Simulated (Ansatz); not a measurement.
## Which method gave which barrier?

Saddle point of CH7OSi, doublet (CH₃O ([CH3][O]) + SiH₄ → CH₄O ([CH3][OH]) + SiH₃; bonds formed: H1–O3; bonds broken: H1–Si2), PBE0-D4/def2-TZVP structure:

```xyz
10
angstrom
H 0.0352 0.0838 -0.7587
Si 1.3953 0.8651 -0.7827
O -1.2204 -0.6288 -0.5320
C -1.3483 -0.8466 0.8252
H 2.4648 -0.0366 -1.2808
H 1.7067 1.3028 0.6039
H 1.2588 2.0463 -1.6718
H -1.3910 0.0796 1.4137
H -0.5811 -1.5163 1.2359
H -2.3200 -1.3493 0.9473
```

Computed with Ansatz 0.2.0 (basis: def2-TZVPP, with def2-QZVPP for the basis limit); correlated methods freeze the cores; orbitals are unrestricted. B3LYP uses VWN-RPA correlation. Extrapolation: Hartree–Fock as exp(−7.88 √X), correlation as X^−2.97. Four methods, as single points on the PBE0-D4 structures, gave these electronic barriers from the start structure: 1.99, 5.15, 9.39, 19.94 kcal/mol.

Task: The methods were, in alphabetical order, B3LYP-D4, BLYP-D4, HF, MP2. Which gave which? (A judgement: the text doesn't fix the answer.)

Result: By the calculation: BLYP-D4 1.99; B3LYP-D4 5.15; MP2 9.39; HF 19.94 kcal/mol. For comparison, CCSD(T) at an estimated basis limit (MP2 extrapolated from triple and quadruple zeta, plus CCSD(T) − MP2 in triple zeta) gives 7.94 kcal/mol.

The T1 diagnostic stays at or below 0.022. ⟨S²⟩ of the unrestricted Hartree–Fock references: 0.75 to 0.77 (a pure state has 0.75).

Radical steps of this kind take place in plasma deposition and etching.

Labels in which every atom is bracketed show which atoms are joined, not bond orders.

For scale, one of the runs: CCSD(T)/def2-TZVPP, 202 basis functions, launched by `ansatz run in.yaml --threads 4 --pin off --events-out ev --progress --plain --max-ram 9574MiB`. The run took 110 s on 4 CPU threads of an AMD EPYC 7R43 (shared host), with 6.5 GiB of host memory at its peak.
